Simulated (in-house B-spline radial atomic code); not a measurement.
Kr. Computed with a B-spline radial atomic code. Model: non-relativistic spherical atom: semilocal Troullier-Martins pseudo-atom, one channel per l, against all electrons, high spin, G0W0 and RPA with empty states to l = 8, local potential for every l without a channel, a model core (radius 0 = none) keeps its share of the functional.

What the tables leave out is listed at the end.

The pseudopotential gives back the lowest level of each angular momentum of its own functional in the configuration it was made in; a second state of the same l is only approximately right. Exact exchange, RPA and GW see the smooth pseudo-orbitals and miss the exchange with the core, for which the functional's share stands in. The column with an uncorrelated core keeps all orbitals and exact exchange, and so separates missing core correlation from pseudisation. Only the three outermost levels and the lowest empty one were computed. RPA here is direct RPA, with no exchange kernel, and its energies carry an (l + 1/2)⁻⁴ tail. A hybrid on a potential with a model core restores only its own semilocal share of the core's exchange.

Command:
```bash
python run_psgw.py task.json out
```
Settings (lengths in bohr, energies in hartree):
```
Z                      36
electrons              36
configuration          [Ar] 3d10 4s2 4p6
generated_in           [Ar] 3d10 4s2 4p6
functional             lda,vwn
core_shells            4
radius_factor          1.15
core_correction        True
```

Cost of the run: 32 s on 1 thread of Arm Neoverse N1, with other jobs on the host.

Given: made with LDA VWN5; model core radius 0.242 bohr; local radius 0.691 bohr; mean-field start LDA VWN5.

Valence shells of the generating configuration: 3p, 3d, 4s, 4p.

Channel: s 1.552, p 0.539, d 1.405 (radii in bohr).

Computed: largest level miss in the spin-unpolarised generating configuration 0.079 eV; valence RPA correlation energy pseudo -1.6419 hartree; all-electron RPA polarisability, core included 15.812 bohr³; pseudo-atom RPA polarisability 15.338 bohr³.

```json
{"level": "4p", "occupied": "1", "mean-field all-electron (eV)": "-9.4244", "mean-field pseudo minus all (eV)": "-0.079", "G0W0 all-electron (eV)": "-13.981", "G0W0 uncorrelated core minus all (eV)": "0.003", "G0W0 pseudo minus all (eV)": "0.113", "exchange self-energy all-electron (eV)": "-21.567", "exchange self-energy pseudo (eV)": "-20.327"}
```

(1) What is the valence RPA correlation energy all-electron orbitals?

Given: mean-field start PBE0.

Computed: valence RPA correlation energy all-electron orbitals -1.5595 hartree; valence RPA correlation energy pseudo -1.5898 hartree; all-electron RPA polarisability, core included 13.848 bohr³.

```json
{"level": "4p", "occupied": "1", "mean-field all-electron (eV)": "-10.773", "mean-field pseudo minus all (eV)": "0.028", "G0W0 all-electron (eV)": "-14.231", "G0W0 uncorrelated core minus all (eV)": "0.003", "G0W0 pseudo minus all (eV)": "0.154", "exchange self-energy all-electron (eV)": "-21.493", "exchange self-energy pseudo (eV)": "-20.175"}
```

(2) What is the pseudo-atom RPA polarisability?

## Answers

(1) -1.6231 hartree.

(2) 13.814 bohr³.

Among the listed levels the largest G0W0 shift of the pseudo-atom is +0.15 eV, for 4p on the PBE0 start, while leaving the core uncorrelated moves that level by +0.00 eV. So pseudisation and the lost core exchange, not the missing core correlation, make the error. Not in the tables (levels of low weight, unsolved or above zero; the highest and the empty levels are kept at any weight): on LDA the G0W0 levels 4s (pseudo minus all -1.73 eV, weights 0.13 and 0.14), 3d (pseudo minus all +2.68 eV, weights 0.31 and 0.02); on PBE0 the G0W0 levels 4s (pseudo minus all -0.56 eV, weights 0.16 and 0.17), 3d (pseudo minus all +2.24 eV, weights 0.40 and 0.69); no Hartree-Fock pseudo-atom is run with a model core.
